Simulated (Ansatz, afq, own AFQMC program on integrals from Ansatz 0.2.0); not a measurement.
## Ag, doublet → Ag⁺, triplet

A free Ag atom.

E(triplet, charge +1) − E(doublet, charge +0) at this geometry, on UHF and UHF determinants.

Basis def2-TZVPP with its core potentials. Only valence electrons are correlated. Ansatz 0.2.0 and our own AFQMC program on the same integrals; the CISD trial comes from CCSD amplitudes, and released means the phaseless constraint is let go. Uncertainties: one standard error, sampling alone. No spin–orbit coupling. The metal's outer-core s and p shells are frozen, which shifts wave-function levels against functionals. The errors of all members are added in quadrature.

No full CI on the walks' own integrals is used here; CCSDT(Q) serves as the reference and is uncertain by about the last step of the cluster series. Each member takes its own surest rung, up to full CI.

Errors are counted within def2-TZVPP, not against nature.

Cautions: no spin-orbit coupling; outer-core shells of the metal frozen; Ag⁺ (triplet): another spin lies lower; this isn't the first ionization.

Reference (CCSDT(Q)): 286.4 kcal/mol.

```
         level  vertical ionization energy (kcal/mol)  error against CCSDT(Q) (kcal/mol)
            HF                                  248.1                              -38.3
           MP2                                  292.5                                6.1
          CCSD                                  284.1                               -2.3
       CCSD(T)                                  286.7                                0.3
         CCSDT                                  286.4                                0.0
 ph-AFQMC/CISD                            286.5 ± 0.1                          0.1 ± 0.1
released AFQMC                            286.3 ± 0.2                         -0.1 ± 0.2
```

Correlation beyond CCSD(T) takes off 0.3 kcal/mol. The perturbative (T) step is worth +2.6 kcal/mol.

A walk keeps the symmetry of its determinant, which the program's search chose and which needn't be the lowest solution, so a lower state of the same spin and another symmetry isn't excluded. Released energies are given only where the last usable release times agree within the noise; a slower fall can still hide under it.
